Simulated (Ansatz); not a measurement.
A nudged elastic band was laid between two geometries of BH3O2 + H (7 atoms, charge 0, multiplicity 2).

Level of theory: Ansatz, UKS revPBE/6-31G*.

| Item | Value |
| --- | --- |
| movable images | 9 |
| climbing image | yes |
| spring | 5.0 eV/Å² |
| optimiser | quadratic models (default) |
| start path | through a guess of the saddle point |
| force threshold | 0.05 eV/Å |
| iteration limit | 60 |
| end points | relaxed |

First end point:

```xyz
7
Properties=species:S:1:pos:R:3
B 0.104 -0.293 -0.211
H -0.026 -0.077 0.971
O 1.381 -0.316 -0.717
H 1.356 -0.505 -1.678
O -0.968 -0.515 -1.057
H -1.809 -0.469 -0.564
H -0.248 0.376 4.330
```

Last end point:

```xyz
7
Properties=species:S:1:pos:R:3
B -0.012 -0.375 -0.557
H -0.001 0.091 2.301
O 1.122 -0.435 -1.326
H 1.914 -0.311 -0.770
O -1.243 -0.525 -1.143
H -1.947 -0.458 -0.472
H -0.043 0.215 3.041
```

Q: What changes between the two ends?

A: Bonds broken: B1–H2. Bonds formed: H2–H7. BH3O2 + H becomes BH2O2 + H2.

Q: Give the energies along the band, and the barrier.

A: It converged. The highest image is number 7 of 0 to 10, 0.39 eV above the first end and 0.35 eV above the last; the last end lies 0.05 eV above the first. The profile has 2 maxima (images 3, 7) with wells between them (image 6): this band takes more than one step, which may be the mechanism or a detour left from its start path. A vibrational analysis at the climbing image gives one clearly imaginary mode, 581i cm⁻¹: a first-order saddle point.

```
image  path coordinate (Å)  energy (eV)  B1–H2 (Å)  H2–H7 (Å)
    0                 0.00         0.00       1.21       3.40
    1                 0.69         0.01       1.21       2.77
    2                 1.38         0.05       1.21       2.02
    3                 2.07         0.28       1.36       1.16
    4                 2.76         0.16       2.13       0.77
    5                 3.46         0.07       2.70       0.75
    6                 4.15         0.07       2.95       0.75
    7                 4.84         0.39       2.94       0.75
    8                 5.24         0.20       3.01       0.75
    9                 5.64         0.05       3.05       0.75
   10                 6.05         0.05       2.90       0.75
```

Q: What is the geometry of the highest image?

A: 
```xyz
7
Properties=species:S:1:pos:R:3
B 0.058 -0.178 -0.493
H -0.130 0.120 2.427
O 1.250 -0.029 -1.165
H 1.775 -0.847 -1.249
O -1.110 -0.516 -1.130
H -1.848 -0.516 -0.489
H -0.206 0.168 3.173
```

Run time: 5.4 min on 1 thread of Arm Neoverse V2 (shared host), peak memory 0.11 GiB.
